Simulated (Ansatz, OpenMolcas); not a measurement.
**Worked example: vertical ionisation energy of LiCl (SMILES [Li][Cl])**

LiCl has 2 atoms, charge 0, and is taken as a singlet. As SMILES, `[Li][Cl]`. The coordinates come from a PBE0-D4/def2-TZVP relaxation.

```csv
atom,x (Å),y (Å),z (Å)
Li,0.8571,-0.3061,0.4308
Cl,-0.8571,0.3061,-0.4308
```

Both states at this one shape; open shells run unrestricted unless said. 1 Eh = 27.2114 eV.

| level | program | singlet LiCl (Eh) | doublet LiCl+ (Eh) |
| --- | --- | --- | --- |
| M06-2X/STO-3G | OpenMolcas | -462.690977 | -462.356370 |
| MP2/6-311+G**, 5 core orbitals frozen | Ansatz | -467.201881 | -466.845494 |
| MP2/x2c-TZVPPall (sfX2C), 5 core orbitals frozen | Ansatz | -468.684889 | -468.320253 |

Work out the vertical ionisation energy at each level.


1. M06-2X/STO-3G: -462.356370 − (-462.690977) = 0.334607 Eh = 9.11 eV.
2. MP2/6-311+G**: -466.845494 − (-467.201881) = 0.356387 Eh = 9.70 eV.
3. MP2/x2c-TZVPPall (sfX2C): -468.320253 − (-468.684889) = 0.364636 Eh = 9.92 eV.

No measured value is set beside it here; the levels span 9.11 to 9.92 eV. Minimal sets are far from the basis-set limit.
